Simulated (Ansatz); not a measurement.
For bcc Na, PBE (Ansatz, an electronic-structure program, PAW) gives:

```
Quantity                               Value
------------------------------  ------------
equilibrium lattice constant a       4.197 Å
bulk modulus B0                     7.77 GPa
cohesive energy                 1.08 eV/atom
elastic constant C11                8.83 GPa
elastic constant C44                6.30 GPa
polycrystal shear modulus           2.90 GPa
```

Problem. What does r²SCAN in Ansatz (plane waves, PAW) give for the same quantities?

Solution. 
- lattice constant a: 4.223 Å (rises by 0.6 %)
- bulk modulus: 7.66 GPa (decreases by 1.4 %)
- cohesive energy: 1.08 eV/atom (stays essentially unchanged)
- elastic constant C11: 8.89 GPa (grows by 0.7 %)
- elastic constant C44: 6.49 GPa (goes up by 3.0 %)
- Voigt–Reuss–Hill shear modulus: 3.06 GPa (goes up by 5.5 %)

For comparison: lattice constant a 4.214 Å (measured, static lattice: zero-point anharmonic expansion removed, our sources range from 4.207 to 4.214; as tabulated in Mejia-Rodriguez and Trickey (2018), arXiv:1807.09216); bulk modulus 7.9 GPa (measured, 0 K value with the zero-point phonon effect removed, our sources range from 7.63 to 7.91; as tabulated in Mejia-Rodriguez and Trickey (2018), arXiv:1807.09216); cohesive energy 1.12 eV/atom (measured, static lattice: zero-point vibration energy added; as tabulated in Mejia-Rodriguez and Trickey (2018), arXiv:1807.09216); elastic constant C11 8.2 GPa (measured, temperature not stated, not corrected to a static lattice; as tabulated in arXiv:1601.06701); elastic constant C44 5.53 GPa (measured, temperature not stated, no zero-point or thermal correction; as tabulated in arXiv:1601.06701).

Changes are worked out from the printed values.

Unless a cell is named, each level is at its own relaxed cell (PBE 36.96, r²SCAN 37.66 Å³/atom).

Ansatz's density-functional and Hartree–Fock values are scalar-relativistic unless marked +SOC, with PAW data made under PBE.
